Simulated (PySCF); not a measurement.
## Atomic charges against the basis set

C3H6OS.
Structure used (PBE0-D3(BJ)/def2-SVP), in Å, numbered top down from 1:
```
atom  x, y, z in Å
C1    -0.5413   -1.2970   -0.6082
O2    -1.0931    0.0009   -0.5730
C3    -0.4649    1.0191    0.0159
C4     0.8714    0.7411    0.6377
S5    -1.1701    2.4892    0.0287
H6    -1.2637   -1.9198   -1.1497
H7    -0.4030   -1.7113    0.4032
H8     0.4207   -1.3203   -1.1444
H9     0.7914   -0.0280    1.4239
H10    1.5872    0.3640   -0.1115
H11    1.2655    1.6620    1.0773
```

PBE0 throughout (PySCF), one geometry, spherical d and f functions. The structure is a single PBE0-D3(BJ)/def2-SVP conformer in the gas phase; no vibrational or solvent corrections. Atoms taken as equivalent share a column and are averaged.

Mulliken charges (e):

```json
{"basis": "STO-3G", "functions": "35", "C1": "-0.129", "O2": "-0.168", "C3": "-0.013", "C4": "-0.256", "S5": "-0.002", "H6/H7/H8": "+0.098", "H9/H10/H11": "+0.091"}
{"basis": "6-31G", "functions": "61", "C1": "-0.253", "O2": "-0.449", "C3": "0.000", "C4": "-0.542", "S5": "+0.026", "H6/H7/H8": "+0.196", "H9/H10/H11": "+0.209"}
{"basis": "6-31G*", "functions": "86", "C1": "-0.292", "O2": "-0.389", "C3": "+0.215", "C4": "-0.603", "S5": "-0.169", "H6/H7/H8": "+0.197", "H9/H10/H11": "+0.216"}
{"basis": "def2-SVP", "functions": "104", "C1": "+0.099", "O2": "-0.279", "C3": "+0.005", "C4": "-0.050", "S5": "-0.177", "H6/H7/H8": "+0.061", "H9/H10/H11": "+0.073"}
{"basis": "6-311+G(2d,p)", "functions": "179", "C1": "-0.236", "O2": "-0.194", "C3": "+0.588", "C4": "-0.689", "S5": "-0.476", "H6/H7/H8": "+0.160", "H9/H10/H11": "+0.176"}
{"basis": "def2-TZVP", "functions": "197", "C1": "-0.252", "O2": "-0.146", "C3": "+0.164", "C4": "-0.366", "S5": "-0.269", "H6/H7/H8": "+0.143", "H9/H10/H11": "+0.147"}
```

IAO charges (e):

| basis | functions | C1 | O2 | C3 | C4 | S5 | H6/H7/H8 | H9/H10/H11 |
| --- | --- | --- | --- | --- | --- | --- | --- | --- |
| STO-3G | 35 | -0.259 | -0.150 | -0.037 | -0.430 | +0.024 | +0.141 | +0.144 |
| 6-31G | 61 | -0.250 | -0.255 | +0.122 | -0.471 | -0.157 | +0.163 | +0.174 |
| 6-31G* | 86 | -0.212 | -0.272 | +0.150 | -0.452 | -0.165 | +0.151 | +0.166 |
| def2-SVP | 104 | -0.202 | -0.272 | +0.143 | -0.444 | -0.149 | +0.147 | +0.161 |
| 6-311+G(2d,p) | 179 | -0.219 | -0.284 | +0.152 | -0.463 | -0.160 | +0.155 | +0.170 |
| def2-TZVP | 197 | -0.216 | -0.285 | +0.153 | -0.463 | -0.158 | +0.154 | +0.169 |

Hirshfeld charges (e):

```csv
basis,functions,C1,O2,C3,C4,S5,H6/H7/H8,H9/H10/H11
STO-3G,35,+0.048,-0.085,+0.073,-0.050,-0.135,+0.027,+0.023
6-31G,61,-0.005,-0.099,+0.107,-0.102,-0.223,+0.055,+0.053
6-31G*,86,-0.008,-0.084,+0.114,-0.098,-0.240,+0.052,+0.053
def2-SVP,104,-0.023,-0.077,+0.108,-0.121,-0.203,+0.053,+0.052
"6-311+G(2d,p)",179,-0.021,-0.093,+0.093,-0.121,-0.192,+0.056,+0.056
def2-TZVP,197,-0.026,-0.087,+0.100,-0.124,-0.199,+0.056,+0.056
```

ESP-fitted charges (e):

| basis | functions | C1 | O2 | C3 | C4 | S5 | H6/H7/H8 | H9/H10/H11 |
| --- | --- | --- | --- | --- | --- | --- | --- | --- |
| STO-3G | 35 | -0.080 | -0.301 | +0.530 | -0.551 | -0.270 | +0.083 | +0.141 |
| 6-31G | 61 | +0.180 | -0.488 | +0.590 | -0.497 | -0.388 | +0.049 | +0.152 |
| 6-31G* | 86 | +0.109 | -0.368 | +0.463 | -0.445 | -0.349 | +0.055 | +0.142 |
| def2-SVP | 104 | +0.143 | -0.379 | +0.447 | -0.420 | -0.323 | +0.045 | +0.132 |
| 6-311+G(2d,p) | 179 | +0.061 | -0.345 | +0.447 | -0.485 | -0.328 | +0.064 | +0.153 |
| def2-TZVP | 197 | +0.067 | -0.340 | +0.452 | -0.483 | -0.330 | +0.061 | +0.151 |

Some averages cover members that differ in this geometry, most widely: H9/H10/H11, ESP-fitted in 6-311+G(2d,p) +0.118 to +0.171; H9/H10/H11, ESP-fitted in def2-TZVP +0.118 to +0.168; H9/H10/H11, ESP-fitted in def2-SVP +0.101 to +0.148; H9/H10/H11, ESP-fitted in 6-31G* +0.113 to +0.157 e.

Task: Which scheme is steadiest as the basis changes?

Result: Largest range over the bases for any column: Hirshfeld 0.11 e, IAO 0.19 e, ESP-fitted 0.26 e, Mulliken 0.64 e. Hirshfeld charges move least and Mulliken charges most, counted in e. Without the minimal STO-3G basis the ranges are Hirshfeld 0.05, IAO 0.05, ESP-fitted 0.15, Mulliken 0.64 e.

Task: How much do the charges still move between the two largest bases, 6-311+G(2d,p) and def2-TZVP?

Result: At most, over all atoms: Mulliken 0.423 e, IAO 0.003 e, Hirshfeld 0.007 e, ESP-fitted 0.006 e.

Task: What do the same runs give for the total energy, the frontier levels and the dipole moment?

Result: 
```csv
basis,energy (Eh),HOMO (eV),LUMO (eV),μ (D)
STO-3G,-584.1188,-2.46,2.56,3.27
6-31G,-590.8517,-6.20,-1.15,5.40
6-31G*,-590.9362,-6.14,-1.08,4.99
def2-SVP,-590.6915,-6.07,-1.04,4.69
"6-311+G(2d,p)",-591.0273,-6.32,-1.32,4.77
def2-TZVP,-591.0453,-6.27,-1.25,4.69
```

The dipole is fixed by the density alone, so its range of 2.13 D shows that the density itself changes with the basis, not only its division among atoms.
